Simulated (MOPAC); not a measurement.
MOPAC input (PM3):

```
PM3 FORCE THERMO(298,298) PRECISE LET GEO-OK AUX(PRECISION=9) THREADS=1
H6Si2

Si    0.00025518 1   -0.01124616 1    1.19771153 1
Si   -0.00025518 1    0.01124616 1   -1.19771153 1
H    -0.00038486 1    1.38396424 1    1.71332009 1
H    -1.21173603 1   -0.71660684 1    1.69383896 1
H     1.21317758 1   -0.71531559 1    1.69334088 1
H     0.00038486 1   -1.38396424 1   -1.71332009 1
H    -1.21317758 1    0.71531559 1   -1.69334088 1
H     1.21173603 1    0.71660684 1   -1.69383896 1
```

From the output:

```
     H    8   0.186210   2.103206

          HEAT OF FORMATION =      17.850424 KCALS/MOLE

          ZERO POINT ENERGY      26.637 KCAL/MOL

           NORMAL COORDINATE ANALYSIS (Total motion = 1 Angstrom)

   Root No.       1         2         3         4         5         6         7         8

                 1 A1u     1 Eu      1 Eu      1 A1g     1 Eg      1 Eg      1 A2u     2 A1g

                  79.7     349.6     349.6     409.0     537.4     537.4     704.4     775.4

           1    0.0000    0.0000   -0.0000   -0.1205   -0.0000   -0.0000   -0.0163    0.0172
           2   -0.0000   -0.0082    0.0000   -0.0000    0.0237   -0.0035   -0.0000   -0.0000
           3   -0.0000    0.0000    0.0084   -0.0000    0.0035    0.0239   -0.0000   -0.0000
           4   -0.0000    0.0000   -0.0000    0.1205    0.0000    0.0000   -0.0163   -0.0172
           5    0.0000   -0.0082    0.0000    0.0000   -0.0237    0.0035   -0.0000    0.0000
           6   -0.0000    0.0000    0.0084    0.0000   -0.0035   -0.0239   -0.0000    0.0000
           7   -0.0000    0.2144   -0.0004   -0.1265   -0.2045    0.0303    0.1518   -0.1514
           8   -0.0000    0.0712   -0.0001   -0.0013   -0.0539    0.0080    0.0543   -0.0546
           9    0.1667   -0.0001   -0.0828   -0.0000   -0.0129   -0.0889    0.0000   -0.0000
          10   -0.0000   -0.1069    0.1902   -0.1265    0.1282    0.1637    0.1518   -0.1514
          11    0.1443    0.0785    0.0042    0.0006   -0.0773    0.0267   -0.0271    0.0273
          12   -0.0833   -0.0044   -0.0753    0.0011    0.0056   -0.0652   -0.0470    0.0472
          13    0.0000   -0.1075   -0.1898   -0.1265    0.0763   -0.1940    0.1518   -0.1514
          14   -0.1443    0.0785   -0.0045    0.0006   -0.0817   -0.0031   -0.0271    0.0273
          15   -0.0833    0.0041   -0.0753   -0.0011   -0.0239   -0.0609    0.0470   -0.0472
          16   -0.0000    0.2144   -0.0004    0.1265    0.2045   -0.0303    0.1518    0.1514
          17   -0.0000    0.0712   -0.0001    0.0013    0.0539   -0.0080    0.0543    0.0546
          18    0.1667   -0.0001   -0.0828    0.0000    0.0129    0.0889    0.0000    0.0000
          19    0.0000   -0.1075   -0.1898    0.1265   -0.0763    0.1940    0.1518    0.1514
          20   -0.1443    0.0785   -0.0045   -0.0006    0.0817    0.0031   -0.0271   -0.0273
          21   -0.0833    0.0041   -0.0753    0.0011    0.0239    0.0609    0.0470    0.0472
          22   -0.0000   -0.1069    0.1902    0.1265   -0.1282   -0.1637    0.1518    0.1514
          23    0.1443    0.0785    0.0042   -0.0006    0.0773   -0.0267   -0.0271   -0.0273
          24   -0.0833   -0.0044   -0.0753   -0.0011   -0.0056    0.0652   -0.0470   -0.0472

   Root No.       9        10        11        12        13        14        15        16

                 2 Eu      2 Eu      2 Eg      2 Eg      3 Eg      3 Eg      3 Eu      3 Eu

                 868.8     868.8     874.5     874.5    1893.2    1893.2    1893.3    1893.3

           1    0.0000    0.0000   -0.0000   -0.0000    0.0000    0.0000    0.0000    0.0000
           2   -0.0001   -0.0105   -0.0009    0.0074   -0.0117   -0.0016   -0.0120   -0.0002
           3   -0.0103    0.0001    0.0074    0.0010    0.0015   -0.0126    0.0001   -0.0135
           4    0.0000    0.0000    0.0000    0.0000   -0.0000   -0.0000    0.0000    0.0000
           5   -0.0001   -0.0105    0.0009   -0.0074    0.0117    0.0016   -0.0120   -0.0002
           6   -0.0103    0.0001   -0.0074   -0.0010   -0.0015    0.0126    0.0001   -0.0135
           7   -0.0010   -0.0822   -0.0126    0.0984   -0.0824   -0.0114   -0.0818   -0.0010
           8   -0.0004   -0.0318   -0.0045    0.0350    0.2295    0.0318    0.2297    0.0029
           9    0.2219   -0.0027   -0.2116   -0.0274    0.0010   -0.0085    0.0001   -0.0087
          10    0.0704    0.0402   -0.0784   -0.0601    0.0320    0.0821    0.0401    0.0806
          11   -0.1077    0.1630    0.1259   -0.1372    0.0381    0.1172    0.0505    0.1168
          12    0.0307   -0.1121   -0.0405    0.1039    0.0808    0.1965    0.1009    0.1938
          13   -0.0694    0.0420    0.0909   -0.0383    0.0504   -0.0707    0.0417   -0.0795
          14    0.1115    0.1602   -0.0874   -0.1648    0.0647   -0.1030    0.0528   -0.1155
          15    0.0334    0.1113   -0.0131   -0.1109   -0.1248    0.1680   -0.1047    0.1911
          16   -0.0010   -0.0822    0.0126   -0.0984    0.0824    0.0114   -0.0818   -0.0010
          17   -0.0004   -0.0318    0.0045   -0.0350   -0.2295   -0.0318    0.2297    0.0029
          18    0.2219   -0.0027    0.2116    0.0274   -0.0010    0.0085    0.0001   -0.0087
          19   -0.0694    0.0420   -0.0909    0.0383   -0.0504    0.0707    0.0417   -0.0795
          20    0.1115    0.1602    0.0874    0.1648   -0.0647    0.1030    0.0528   -0.1155
          21    0.0334    0.1113    0.0131    0.1109    0.1248   -0.1680   -0.1047    0.1912
          22    0.0704    0.0402    0.0784    0.0601   -0.0320   -0.0821    0.0401    0.0806
          23   -0.1077    0.1630   -0.1259    0.1372   -0.0381   -0.1172    0.0505    0.1168
          24    0.0307   -0.1121    0.0405   -0.1039   -0.0808   -0.1965    0.1009    0.1938

   Root No.      17        18

                 2 A2u     3 A1g

                1914.7    1916.2

           1    0.0055   -0.0055
           2    0.0000    0.0000
           3    0.0000    0.0000
           4    0.0055    0.0055
           5    0.0000   -0.0000
           6    0.0000   -0.0000
           7   -0.0506    0.0507
           8    0.1569   -0.1568
           9    0.0000   -0.0000
          10   -0.0506    0.0507
          11   -0.0784    0.0784
          12   -0.1359    0.1358
          13   -0.0506    0.0507
          14   -0.0784    0.0784
          15    0.1359   -0.1358
          16   -0.0506   -0.0507
          17    0.1569    0.1568
          18    0.0000    0.0000
          19   -0.0506   -0.0507
          20   -0.0784   -0.0784
          21    0.1359    0.1358
          22   -0.0506   -0.0507
          23   -0.0784   -0.0784
          24   -0.1359   -0.1358

           MASS-WEIGHTED COORDINATE ANALYSIS (NORMAL COORDINATES)

   Root No.       1         2         3         4         5         6         7         8

                 1 A1u     1 Eu      1 Eu      1 A1g     1 Eg      1 Eg      1 A2u     2 A1g

                  79.7     349.6     349.6     409.0     537.4     537.4     704.4     775.4

           1    0.0000    0.0000    0.0000   -0.6685   -0.0000   -0.0000   -0.2087    0.2188
           2   -0.0000   -0.1029    0.0002   -0.0000    0.2857   -0.0376   -0.0000   -0.0000
           3   -0.0000   -0.0002   -0.1029   -0.0000    0.0376    0.2857   -0.0000   -0.0000
           4   -0.0000    0.0000    0.0000    0.6685    0.0000    0.0000   -0.2087   -0.2188
           5    0.0000   -0.1029    0.0002    0.0000   -0.2857    0.0376   -0.0000    0.0000
           6   -0.0000   -0.0002   -0.1029    0.0000   -0.0376   -0.2857   -0.0000    0.0000
           7   -0.0000    0.5104   -0.0011   -0.1330   -0.4667    0.0614    0.3673   -0.3652
           8   -0.0000    0.1694   -0.0004   -0.0014   -0.1230    0.0162    0.1313   -0.1316
           9    0.4082    0.0004    0.1926   -0.0000   -0.0264   -0.2009    0.0000   -0.0000
          10   -0.0000   -0.2562   -0.4414   -0.1330    0.2865    0.3734    0.3673   -0.3652
          11    0.3536    0.1868   -0.0105    0.0007   -0.1770    0.0576   -0.0657    0.0658
          12   -0.2041   -0.0097    0.1752    0.0012    0.0149   -0.1469   -0.1137    0.1140
          13    0.0000   -0.2542    0.4426   -0.1330    0.1801   -0.4349    0.3673   -0.3652
          14   -0.3536    0.1869    0.0097    0.0007   -0.1859   -0.0098   -0.0657    0.0658
          15   -0.2041    0.0105    0.1752   -0.0012   -0.0525   -0.1381    0.1137   -0.1140
          16   -0.0000    0.5104   -0.0011    0.1330    0.4667   -0.0614    0.3673    0.3652
          17   -0.0000    0.1694   -0.0004    0.0014    0.1230   -0.0162    0.1313    0.1316
          18    0.4082    0.0004    0.1926    0.0000    0.0264    0.2009    0.0000    0.0000
          19    0.0000   -0.2542    0.4426    0.1330   -0.1801    0.4349    0.3673    0.3652
          20   -0.3536    0.1869    0.0097   -0.0007    0.1859    0.0098   -0.0657   -0.0658
          21   -0.2041    0.0105    0.1752    0.0012    0.0525    0.1381    0.1137    0.1140
          22   -0.0000   -0.2562   -0.4414    0.1330   -0.2865   -0.3734    0.3673    0.3652
          23    0.3536    0.1868   -0.0105   -0.0007    0.1770   -0.0576   -0.0657   -0.0658
          24   -0.2041   -0.0097    0.1752   -0.0012   -0.0149    0.1469   -0.1137   -0.1140

   Root No.       9        10        11        12        13        14        15        16

                 2 Eu      2 Eu      2 Eg      2 Eg      3 Eg      3 Eg      3 Eu      3 Eu

                 868.8     868.8     874.5     874.5    1893.2    1893.2    1893.3    1893.3

           1    0.0000    0.0000   -0.0000   -0.0000    0.0000    0.0000    0.0000    0.0000
           2    0.0010   -0.1291   -0.0107    0.0937   -0.1426   -0.0174   -0.1461   -0.0005
           3   -0.1291   -0.0010    0.0937    0.0107    0.0174   -0.1426    0.0005   -0.1461
           4    0.0000    0.0000    0.0000    0.0000   -0.0000   -0.0000    0.0000    0.0000
           5    0.0010   -0.1291    0.0107   -0.0937    0.1426    0.0174   -0.1461   -0.0005
           6   -0.1291   -0.0010   -0.0937   -0.0107   -0.0174    0.1426    0.0005   -0.1461
           7    0.0015   -0.1923   -0.0268    0.2358   -0.1895   -0.0232   -0.1894   -0.0007
           8    0.0006   -0.0744   -0.0095    0.0839    0.5278    0.0646    0.5319    0.0019
           9    0.5289    0.0040   -0.5105   -0.0580    0.0022   -0.0182    0.0001   -0.0179
          10    0.1658    0.0974   -0.1908   -0.1411    0.0747    0.1757    0.0941    0.1644
```
